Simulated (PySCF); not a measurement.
Species: PMe2PMe2, C4H12P2.
Z-matrix (Å and degrees, PBE0-D3(BJ)/def2-SVP geometry), rows numbered from 1:
```
C 
P   1  1.8556
C   2  1.8560  1   99.05
P   2  2.2289  1   97.72  3    99.15
C   4  1.8559  2   97.74  1    79.84
C   4  1.8556  2   97.73  1  -179.87
H   1  1.1011  2  108.77  3    69.17
H   1  1.1016  2  112.72  3   -51.84
H   1  1.1003  2  109.74  3  -173.57
H   3  1.1002  2  109.78  1   174.25
H   3  1.1012  2  108.73  1   -68.47
H   3  1.1016  2  112.71  1    52.47
H   5  1.1012  4  108.74  2   167.79
H   5  1.1002  4  109.77  2   -74.94
H   5  1.1016  4  112.70  2    46.83
H   6  1.1011  4  108.76  2  -168.37
H   6  1.1003  4  109.74  2    74.38
H   6  1.1016  4  112.73  2   -47.36
```

Level of theory: TDDFT CAM-B3LYP/def2-SVPD, vertical, gas phase, core orbitals frozen in the response (PySCF 2.14.0, density-fitted response routines).

Kohn–Sham orbitals with the atoms that hold most of them (Löwdin shares over 4%, at most four atoms; ? is withheld):

```tsv
orbital	ε (eV)	atoms
LUMO+2	1.46	C1 11%, C5 11%, C3 11%, C6 11%
LUMO+1	1.36	P2 10%, P4 10%, C3 9%, C6 9%
LUMO	1.15	?
HOMO	?	P2 38%, P4 38%, C1 5%, C6 5%
HOMO-1	-8.88	?
HOMO-2	-9.61	P2 23%, P4 23%, C5 10%, C3 10%
HOMO-3	-10.48	C1 14%, C6 14%, C3 14%, C5 14%
```

Question: Give the leading atoms of the LUMO.

Answer: P4 (bonded to 2 C and P) 24%; P2 (bonded to 2 C and P) 24%; C5 (bonded to P and 3 H) 7%; C6 (bonded to P and 3 H) 7%. By element: phosphorus 47%, carbon 14% or more.

Question: Which atoms hold the HOMO-1, and with what shares?

Answer: P4 (bonded to 2 C and P) 30%; P2 (bonded to 2 C and P) 30%; C3 (bonded to P and 3 H) 7%; C5 (bonded to P and 3 H) 7%. By element: phosphorus 60%, carbon 14% or more.

Question: What is the HOMO energy, and the HOMO–LUMO gap?

Answer: ε(HOMO) = -7.15 eV; the gap is 8.30 eV (0.3050 hartree).

Question: How does S1 compare with the orbital gap of 8.30 eV?

Answer: S1 is at 5.49 eV (f = 0.262), 2.81 eV below the gap, made of HOMO→LUMO (92%). Without the coupling terms of the response equations the lowest excitation would equal the gap.

Question: One configuration dominates each of S1, S2 and S6. Which, and how do the shares of the two leading atoms of either orbital change from the occupied to the empty one?

Answer: 
- S1 (5.49 eV, f 0.262), HOMO→LUMO (92%): P2 38% → 24%, P4 38% → 24%
- S2 (5.56 eV, f 0.058), HOMO→LUMO+1 (87%): P2 38% → 10%, P4 38% → 10%
- S6 (6.82 eV, f 0.0000), HOMO-1→LUMO (81%): P4 30% → 24%, P2 30% → 24%

Hardware: an Arm Neoverse V1 with one thread, shared host with 32 logical CPUs at a one-minute load of 27. Cost: 1.7 min wall, 1.3 GiB resident at most.

One conformer stands for the species.
